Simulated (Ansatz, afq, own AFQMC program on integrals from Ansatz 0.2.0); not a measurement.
GeNH2, quartet: a scan with AFQMC

```
atom    x (Å)    y (Å)    z (Å)
  Ge   0.0025   0.0446   0.3220
   N  -0.0742  -0.1716  -1.5955
   H   0.2844  -1.3181   1.0220
   H   0.5668   0.4872  -2.0539
```

The Ge1–N2 distance is changed with both sides rigid. Energies in eV count from this geometry (1.931 Å) at the same level; the start stands on UHF, each point on the determinant named.

Basis cc-pVDZ. Only valence electrons are correlated. Integrals, coupled cluster, full CI and functionals: Ansatz 0.2.0; the random walks run on the same integrals in our own AFQMC program. ph-AFQMC/CISD is guided by a CISD state made of CCSD amplitudes; releasing the constraint for a short imaginary time cuts its bias at the price of noise, slowly where states lie close. Error bars are statistical, one sigma. No spin–orbit coupling.

Cautions, each for one point or more: inner d shell frozen; lower spins were not checked; no relativity below Rb; no spin-orbit coupling; unrestricted determinant spin contaminated.

```json
{"r(Ge1–N2) / Å": "1.568", "det.": "UHF", "T1": "0.022", "weight": "0.90", "⟨S²⟩": "3.76", "CCSD(T)": "2.215", "ph-AFQMC/CISD": "2.243 ± 0.027", "released AFQMC": "2.205 ± 0.020", "CCSDT(Q)": "2.224", "B2PLYP": "2.119", "PBE": "2.120"}
{"r(Ge1–N2) / Å": "2.360", "det.": "UHF", "T1": "0.037", "weight": "0.86", "⟨S²⟩": "3.86", "CCSD(T)": "0.405", "ph-AFQMC/CISD": "0.403 ± 0.028", "released AFQMC": "0.378 ± 0.022", "CCSDT(Q)": "0.385", "B2PLYP": "0.473", "PBE": "0.441"}
{"r(Ge1–N2) / Å": "3.074", "det.": "UHF", "T1": "0.014", "weight": "0.89", "⟨S²⟩": "3.79", "CCSD(T)": "0.763", "ph-AFQMC/CISD": "0.771 ± 0.027", "released AFQMC": "0.770 ± 0.019", "CCSDT(Q)": "0.779", "B2PLYP": "0.920", "PBE": "1.231"}
{"r(Ge1–N2) / Å": "4.182", "det.": "UHF", "T1": "0.011", "weight": "0.89", "⟨S²⟩": "3.77", "CCSD(T)": "0.864", "ph-AFQMC/CISD": "0.873 ± 0.027", "released AFQMC": "–", "CCSDT(Q)": "0.885", "B2PLYP": "1.056", "PBE": "1.489"}
{"r(Ge1–N2) / Å": "6.607", "det.": "UHF", "T1": "0.011", "weight": "0.89", "⟨S²⟩": "3.77", "CCSD(T)": "0.904", "ph-AFQMC/CISD": "0.931 ± 0.027", "released AFQMC": "0.919 ± 0.018", "CCSDT(Q)": "0.925", "B2PLYP": "1.096", "PBE": "1.544"}
```

Weight is that of the determinant in the CISD state; at the start T1 is 0.021 and the weight 0.89, and ⟨S²⟩ is 3.78. Symmetry can't show for every point that it stays on the start's state. A dash marks a missing value, a released energy that hasn't settled or a functional that sits on another state. Largest departures from CCSDT(Q), at the points where its series has closed: CCSD(T) -0.021 eV at 6.607 (on UHF), ph-AFQMC/CISD 0.019 eV at 1.568 (on UHF) (within the noise), released AFQMC -0.019 eV at 1.568 (on UHF) (within the noise). The functionals aren't scored here. In this small basis the wave-function levels are far from their limit, so their gap to the functionals isn't the functionals' error.

Some points may be missing: those where a free walk finds a much lower state, and past Zn most of those on another determinant than at the start.

Released energies are given only where the last usable release times agree within the noise; a slower fall can still hide under it.
